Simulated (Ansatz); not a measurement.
[Cl···H···Si], triplet in cc-pVTZ: errors against UCCSDT(Q)

Geometry: a point of a hydrogen-transfer path between rigid fragments, not a stationary point.

```tsv
atom	x (Å)	y (Å)	z (Å)
Cl	0.0000	0.0000	-1.5969
H	0.0000	0.0000	-0.3181
Si	0.0000	0.0000	1.9151
```

Basis cc-pVTZ; Ansatz 0.2.0. Only valence electrons are correlated (noble-gas cores frozen), which leaves 12 electrons in 72 orbitals. Prefix R: restricted or restricted open-shell reference; prefix U: unrestricted. Active spaces: pair = (4e, 4o) about the gap; valence = (12e, 9o) chosen from the atoms' valence shells.

Full CI isn't at hand for all of this; UCCSDT(Q) serves as the reference, and is uncertain by about the last step of the cluster series. The frozen core follows each run's orbitals, which can shift R against U totals by a few meV.

The UHF ⟨S²⟩ is 2.016. The T1 diagnostic (RCCSD) is 0.0154. The largest doubles amplitude (RCCSD) is 0.073. The T1 diagnostic (UCCSD) is 0.0091.

From what is known of these methods and the diagnostics, rank them by the size of their error in total energy against UCCSDT(Q) in cc-pVTZ, smallest first (an estimate: the text doesn't fix the numbers).
A. UCCSDT
B. NEVPT2 (valence space)
C. MRCISD+Q (valence space)
D. RCCSD
E. MRCISD (pair space)

A (0.29 kcal/mol), C (3.79 kcal/mol), D (8.20 kcal/mol), E (24.03 kcal/mol), B (42.45 kcal/mol).

All errors are against UCCSDT(Q) in cc-pVTZ. Within each family the higher level lies nearer, as is usual though not guaranteed.

Natural occupations of CASSCF (valence space) about the gap: 1.999 1.999 1.979 1.958 1.000 0.996 0.046 0.023; effectively unpaired electrons, Σ n²(2−n)², 2.02.
